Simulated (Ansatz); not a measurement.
System: zinc-blende BeTe. Method: r²SCAN0 (Ansatz, a program for electronic structure, PAW).

Run with plane-wave cutoff 520 eV, 8×8×8 k mesh, Fermi–Dirac smearing 0.01 eV, scalar-relativistic PAW data made under PBE.

Results at a series of volumes:

```
V (Å³/atom)  E − E_lowest (meV/atom)  P (GPa)
-----------  -----------------------  -------
21.230                         11.20     3.50
21.789                          2.31     1.63
22.115                          0.00     0.64
22.906                          2.21    -1.48
23.465                          9.66    -2.77
```

### Question
Estimate the bulk modulus and its pressure derivative from these points.

### Answer
V0 = 22.341 Å³/atom, B0 = 62.1 GPa, B′ = 3.9 (fit to the energies at full precision).

Measured, for comparison: bulk modulus 67 GPa (room temperature, no zero-point or thermal correction; as tabulated in Elmahjoubi et al. (2023), arXiv:2303.01780); equilibrium volume per atom 22.26 Å³/atom (temperature not stated, no zero-point or thermal correction; as tabulated in Bernardini et al. (2000), arXiv:cond-mat/0007180). Computed (rounded) less measured: bulk modulus -7 %, equilibrium volume per atom +0.4 %.

Spin–orbit coupling is not included.

The computed numbers hold no vibrational or temperature effects.
